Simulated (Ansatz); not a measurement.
Reaction (SMILES): [CH] (CH) → CH+ (singlet, bonded as [CH]) + e-
B3LYP-D3(BJ)/def2-TZVP geometries, fixed; electronic energies without zero-point terms.
Largest species:
```xyz
2

C      0.0000     0.0000    -0.1605
H      0.0000     0.0000     0.9630
```
Charge 0, spin multiplicity 2.

Effect of a fitting basis named in the input at HF/aug-cc-pVTZ with Ansatz (an electronic-structure program), against the last row, where the adiabatic ionisation energy is 10.28 eV. A restricted Hartree-Fock determinant is unstable towards unrestricted orbitals. An unrestricted Hartree-Fock determinant is markedly spin-contaminated. Open shells are unrestricted. The default fits or decomposes integrals by the program's own choice; accuracy: high also tightens integrals, grids and stops.

```csv
setting,largest shift of a total energy (mEh),shift of the adiabatic ionisation energy (eV)
fitting: def2-SV(P)-JKFIT,-0.012,0.000
fitting: def2-universal-JKFIT,-0.012,0.000
fitting: cc-pVTZ-JKFIT,0.005,0.000
fitting: cc-pVQZ-JKFIT,0.004,0.000
fitting: cc-pV5Z-JKFIT,0.004,0.000
accuracy: high,0.000,0.000
accuracy: medium (default),0.000,0.000
```

Within 0.002 eV in the adiabatic ionisation energy: fitting: def2-SV(P)-JKFIT; fitting: def2-universal-JKFIT; fitting: cc-pVTZ-JKFIT; fitting: cc-pVQZ-JKFIT; fitting: cc-pV5Z-JKFIT; accuracy: high. The largest shift is 0.012 mEh in a total energy and 0.000 eV in the difference.
